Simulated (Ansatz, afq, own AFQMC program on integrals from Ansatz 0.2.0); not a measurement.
# Where AFQMC and coupled cluster stand for N2H4, triplet

```yaml
atoms:
  - { symbol: N, position_ang: [-1.1329, 0.0138, -0.0277] }
  - { symbol: H, position_ang: [-1.4302, 0.9816, -0.0277] }
  - { symbol: H, position_ang: [-1.4302, -0.3885, 0.8526] }
  - { symbol: H, position_ang: [0.0551, 0.0138, -0.0277] }
  - { symbol: N, position_ang: [1.2271, 0.0138, -0.0277] }
  - { symbol: H, position_ang: [1.4962, -0.9904, -0.0277] }
```

Connectivity, by distances: NH2 ··· NH, 1 bridging H.

Basis cc-pVTZ. Noble-gas cores (and the filled d shells of Ga–Kr and In–Xe) are frozen. AFQMC by an in-house program on the Cholesky factors that Ansatz 0.2.0 writes for its CCSD(T) run. The CISD trial takes its coefficients from CCSD amplitudes. Released means that phaseless walkers are propagated on without the constraint, phases kept. Error bars are statistical, one sigma.

Determinant: UHF, the one that the program's search chose, which needn't be the lowest solution. The geometry is a point of a scan.

No full CI on the walks' own integrals is used here. The released AFQMC energy serves as the reference, which it does only where one determinant dominates, the energy is flat over the last release times and near the phaseless one (40 meV or 2 meV an electron, half that with transition metals). On small molecules, where full CI could be run and the noise was under 10 meV, such values lay within 10 meV of it in 19 cases of 20, a flattering rate, since the rule was set on those same cases; what remains of the bias isn't in the error bar.

Cautions: lower spins were not checked; the ph-AFQMC/CISD walk drifts between its halves (2.1 errors); the released value is read at 2.40 1/Eh with a noise of 18 meV, more than in the cases checked (meV from the phaseless value at times in 1/Eh: -7 ± 8 at 0.24, -7 ± 9 at 0.51, -26 ± 7 at 0.99, -36 ± 13 at 1.62, -39 ± 18 at 2.40).

The T1 diagnostic is 0.0185. The weight of the determinant in the CISD state is 0.871. The ⟨S²⟩ of the determinant is 2.048 and the size of the correlated space is 14 electrons in 114 orbitals.

Reference: AFQMC with the constraint released, correlation energy -12.086 ± 0.018 eV.

```csv
level,E − E(reference) (meV),share of correlation (%)
HF,12085.8 ± 18.4,0.00
MP2,1317.7 ± 18.4,89.10
CCSD,478.5 ± 18.4,96.04
CCSD(T),66.0 ± 18.4,99.45
ph-AFQMC/CISD,38.8 ± 20.6,99.68
```

Released energies are given only where the last usable release times agree within the noise; a slower fall can still hide under it.
